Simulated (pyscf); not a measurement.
6 silicon, germanium or tin steps of one kind (1,1-elimination, closed-shell): barrier in kcal/mol, from the separated reactants or the lowest minimum found. Structures and frequencies: ωB97X-D3(BJ)/def2-SVP in PySCF. Correlated levels are frozen-core, on RHF or UHF. ΔMP2 is the change of the MP2 total energy from the triple- to the quadruple-zeta basis. Functionals in def2-TZVP; the last column is CCSD(T)/def2-TZVPP + ΔMP2(QZVPP). Rows were drawn at random from the steps of this kind and element class whose saddle was verified and whose references are stable, among light species with clean single-reference diagnostics.

```json
[
 {"step": "`[F][SiH2][SiH2][F]` -> `[F][SiH]` [singlet] + `[F][SiH3]`", "PBE": "39.0", "B3LYP-D3(BJ)": "44.2", "r²SCAN": "42.4", "CCSD(T)": "45.9"},
 {"step": "`[NH2][SiH]([Cl])[Cl]` → `[NH2][Si][Cl]` [singlet] + `[ClH]`", "PBE": "56.8", "B3LYP-D3(BJ)": "63.8", "r²SCAN": "63.6", "CCSD(T)": "69.6"},
 {"step": "`[CH2]=[CH][SiH3]` → `[C]=[CH2]` [singlet] + `[SiH4]`", "PBE": "84.1", "B3LYP-D3(BJ)": "86.3", "r²SCAN": "86.3", "CCSD(T)": "89.1"},
 {"step": "`[F][SiH]([F])[SiH3]` → `[SiH4]` + `[F][Si][F]` [singlet]", "PBE": "[?]", "B3LYP-D3(BJ)": "56.4", "r²SCAN": "54.8", "CCSD(T)": "57.9"},
 {"step": "`[SiH3][SiH]([Cl])[Cl]` → `[SiH4]` + `[Cl][Si][Cl]` [singlet]", "PBE": "[?]", "B3LYP-D3(BJ)": "50.8", "r²SCAN": "49.1", "CCSD(T)": "52.2"},
 {"step": "`[F][SiH2][SiH3]` → `[SiH4]` + `[F][SiH]` [singlet]", "PBE": "42.2", "B3LYP-D3(BJ)": "47.4", "r²SCAN": "45.6", "CCSD(T)": "49.0"}
]
```

**Question.** Some entries are withheld; supply them.

**Answer.** 
- `[F][SiH]([F])[SiH3]` → `[SiH4]` + `[F][Si][F]` [singlet], PBE: 51.2
- `[SiH3][SiH]([Cl])[Cl]` → `[SiH4]` + `[Cl][Si][Cl]` [singlet], PBE: 45.5

Differences from the last column (kcal/mol): PBE: mean -7.5, median -6.7, mean size 7.5, lower in 6 of 6; B3LYP-D3(BJ): mean -2.5, median -1.7, mean size 2.5, lower in 6 of 6; r²SCAN: mean -3.7, median -3.3, mean size 3.7, lower in 6 of 6. PBE is closest for row 3 (5.0 kcal/mol apart) and farthest for row 2 (12.8 kcal/mol). PBE, r²SCAN and M06-2X carry no added dispersion term. The last column is a level with limits of its own. Each barrier is that of the saddle found. The CCSD(T) − MP2 part came from Ansatz, without density fitting, on the same reference.
